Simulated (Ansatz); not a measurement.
**Si2H3O+: single points off equilibrium**

The atoms stand at a structure displaced at random from a GFN2-xTB minimum. How far do the functionals agree with CCSD(T) there?

The runs use Ansatz 0.2.0, Gaussian basis; single points in def2-TZVPP.

Cores are frozen in the correlated methods.

### 1 The starting structure

SMILES `O[Si+]=[SiH2]`, 6 atoms, charge 1, spin multiplicity 1.

Atoms are counted from 1 here; the program's logs count them from 0.

Bond lengths: O1–Si2 1.829 Å, O1–H4 0.956 Å, Si2–Si3 2.330 Å, Si3–H5 1.637 Å, Si3–H6 1.719 Å. Angles: Si2–O1–H4 130.0°, O1–Si2–Si3 92.4°, Si2–Si3–H5 167.5°, Si2–Si3–H6 97.9°, H5–Si3–H6 94.2°.

Coordinates:

```xyz
6

O    -1.1793   -1.3690   -0.6096
Si   -0.3205   -1.0683    0.9773
Si    0.9480    0.6655    0.0751
H    -2.0357   -1.7589   -0.7807
H     1.7955    1.7056   -0.8633
H     0.8351    1.7546    1.3999
```

### 2 CCSD(T)/def2-TZVPP

run/in.yaml

```yaml
crystal:
  periodic: [false, false, false]
  atoms:
    - {symbol: O, position_ang: [-1.179300, -1.369000, -0.609600]}
    - {symbol: Si, position_ang: [-0.320500, -1.068300, 0.977300]}
    - {symbol: Si, position_ang: [0.948000, 0.665500, 0.075100]}
    - {symbol: H, position_ang: [-2.035700, -1.758900, -0.780700]}
    - {symbol: H, position_ang: [1.795500, 1.705600, -0.863300]}
    - {symbol: H, position_ang: [0.835100, 1.754600, 1.399900]}
basis:
  gaussian: {orbitals: def2-TZVPP}
total_charge: 1
correlation: {method: ccsd_t}
output: {forces: true}
```

No record of the launch command was kept for these runs.

### 3 PBE0-D4/def2-TZVPP

run/in.yaml, as its differences from that of step 2:

```diff
@@ -12,3 +12,3 @@
 total_charge: 1
-correlation: {method: ccsd_t}
-output: {forces: true}
+hamiltonian: {xc: pbe0, dispersion: d4}
+output: {forces: true, orbitals: {seedname: orbitals}}
```

### 4 wB97M-V/def2-TZVPP

run/in.yaml, as its differences from that of step 3:

```diff
@@ -12,3 +12,3 @@
 total_charge: 1
-hamiltonian: {xc: pbe0, dispersion: d4}
-output: {forces: true, orbitals: {seedname: orbitals}}
+hamiltonian: {xc: {name: wB97M-V}}
+output: {forces: true}
```

### 5 r2SCAN-D4/def2-TZVPP

run/in.yaml, as its differences from that of step 4:

```diff
@@ -12,3 +12,3 @@
 total_charge: 1
-hamiltonian: {xc: {name: wB97M-V}}
+hamiltonian: {xc: r2scan, dispersion: d4}
 output: {forces: true}
```

### 6 PBE-D4/def2-TZVPP

run/in.yaml, as its differences from that of step 5:

```diff
@@ -12,3 +12,3 @@
 total_charge: 1
-hamiltonian: {xc: r2scan, dispersion: d4}
+hamiltonian: {xc: pbe, dispersion: d4}
 output: {forces: true}
```

### 7 revPBE-D4/def2-TZVPP

run/in.yaml, as its differences from that of step 6:

```diff
@@ -12,3 +12,3 @@
 total_charge: 1
-hamiltonian: {xc: pbe, dispersion: d4}
+hamiltonian: {xc: {name: revPBE}, dispersion: d4}
 output: {forces: true}
```

### 8 SPW92/def2-TZVPP

run/in.yaml, as its differences from that of step 7:

```diff
@@ -12,3 +12,3 @@
 total_charge: 1
-hamiltonian: {xc: {name: revPBE}, dispersion: d4}
+hamiltonian: {xc: lda}
 output: {forces: true}
```

(Steps that only read results are left out.)

**Question.** What will these runs give? Wanted: energy less free atoms, CCSD(T)/def2-TZVPP; RMS force component; RMS force error; HOMO and LUMO, PBE0-D4; T1 diagnostic.

**Answer**, as computed:

| quantity | value |
| --- | --- |
| energy less free atoms, CCSD(T)/def2-TZVPP | -206.6 kcal/mol |
| RMS force component | 1.785 to 2.106 eV/Å over the methods |
| RMS force error | PBE0-D4 0.095, wB97M-V 0.079, r2SCAN-D4 0.143, PBE-D4 0.325, revPBE-D4 0.342, SPW92 0.385 eV/Å |
| HOMO and LUMO, PBE0-D4 | -12.63 and -9.66 eV |
| T1 diagnostic | 0.024 |

Against CCSD(T) the functionals' energies less atoms differ by -79.6 to -6.6 kcal/mol, PBE-D4 by -24.0 kcal/mol. CCSD(T) in triple zeta still lacks some correlation energy of the bonds, so part of these gaps is its own basis error and they don't rank the functionals. The forces of wB97M-V come nearest to CCSD(T), those of SPW92 are farthest. Frozen-core CCSD(T) forces in triple zeta carry basis errors of their own, and this is one geometry, so small gaps rank nothing. The restricted Hartree–Fock reference is unstable towards an unrestricted one at one or more of these structures.
